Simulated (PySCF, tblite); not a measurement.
A set of runs on `[BH2-]NC` [radical]; the geometry of each is named by its level. Settings lines and outputs come from a driver script.

CH₆BN (charge -1 and doublet state).
Atom-mapped SMILES: `[BH2-:1][NH:2][CH3:3]` (hydrogens: H4, H5 on B1; H6 on N2; H7, H8, H9 on C3)

Step 1: GFN2-xTB geometry optimisation, gas phase (tblite 0.8.0) (from a force-field or distance-geometry start)
```json
{"job": {"kind": "relax", "xc": "GFN2-xTB", "basis": "xTB"}, "charge": -1, "multiplicity": 2}
```
```
step      E/eV     max force
  0    -256.04059    1.778
  1    -256.18069    1.383
  2    -256.29315    0.775
...
 46    -256.48061    0.018
 47    -256.48065    0.014
 48    -256.48067    0.014
 49    -256.48068    0.012
 50    -256.48070    0.009
```

Energy lowered by 10.1 kcal/mol over 50 steps; largest atomic force 0.009 eV/Å at the end. «max force» is the largest atomic force in eV/Å.

Time: 0.12 s of wall time. Hardware: Arm Neoverse V1, one thread, shared host with 32 logical CPUs at a one-minute load of 8.3.

Step 2: GFN2-xTB harmonic vibrations, gas phase (tblite 0.8.0) (on the GFN2-xTB geometry)
```json
{"job": {"kind": "ir", "xc": "GFN2-xTB", "basis": "xTB"}, "charge": -1, "multiplicity": 2}
```
```
(table of modes left out)
```

21 modes from 186 to 3273 cm⁻¹ (unscaled, harmonic); zero-point energy 41.7 kcal/mol; all wavenumbers are real at this level.

Time: under 0.1 s. Hardware: an Arm Neoverse V1 with one thread, on a shared host.

Step 3: UKS B3LYP, pcH-1 on B C H N, non-relativistic, mean-field spin-orbit, GIAO (PySCF 2.14.0) (on the GFN2-xTB geometry)
```json
{"job": {"kind": "epr", "basis": "pcH-1"}, "charge": -1, "multiplicity": 2}
```
```
...
E = -121.28950076 Eh   <S^2> = 0.7520 (exact 0.7500)
g shifts (ppm)      1          2          3
  rmc           -83        -83        -83
  gc             15         14         -6
  oz_so         -46        106        210
  total        -113         37        121
hyperfine (MHz)  atom isotope    a_iso     a_fc   dipolar eigenvalues
    0   11B     230.70     230.70    -34.91    -33.55     68.46
    1   14N      23.41      23.41     -1.33     -1.12      2.45
    2   13C     114.02     114.02     -2.49     -1.78      4.27
    3    1H      14.87      14.87    -16.04      0.49     15.55
    4    1H     -17.72     -17.72    -16.37     -0.29     16.66
    5    1H       0.75       0.75     -5.39     -2.10      7.49
    6    1H       5.41       5.41     -2.26     -1.88      4.14
    7    1H      -1.93      -1.93     -3.76     -1.13      4.89
    8    1H       0.89       0.89     -3.36     -1.55      4.92
```

⟨S²⟩ 0.752; g_iso 2.0023. rmc, gc and oz_so are the mass-correction, gauge-correction and orbital-Zeeman/spin–orbit parts of the g shift along its three principal axes; a_iso is the isotropic hyperfine coupling and a_fc its Fermi-contact part. The log counts atoms from 0, this text from 1.

The run took 8.6 s (with the writing of density and orbital grids) on one thread, Arm Neoverse V1 (aarch64), shared host with 32 logical CPUs at a one-minute load of 9.5, and the process peaked at 0.45 GiB of memory.

Geometry of the electronic-property runs (GFN2-xTB):
```
atom  x, y, z in Å
B1     1.497   -0.182    0.179
N2     0.037   -0.634    0.497
C3    -0.999    0.014   -0.271
H4     1.774    0.963    0.635
H5     1.735   -0.260   -1.035
H6    -0.149   -0.456    1.484
H7    -2.010   -0.383   -0.030
H8    -1.059    1.123   -0.154
H9    -0.812   -0.180   -1.331
```

Whether the extra electron is bound in the gas phase wasn't checked; a finite basis holds it in any case. (This holds for the electronic-property runs.)

One conformer stands for the species.
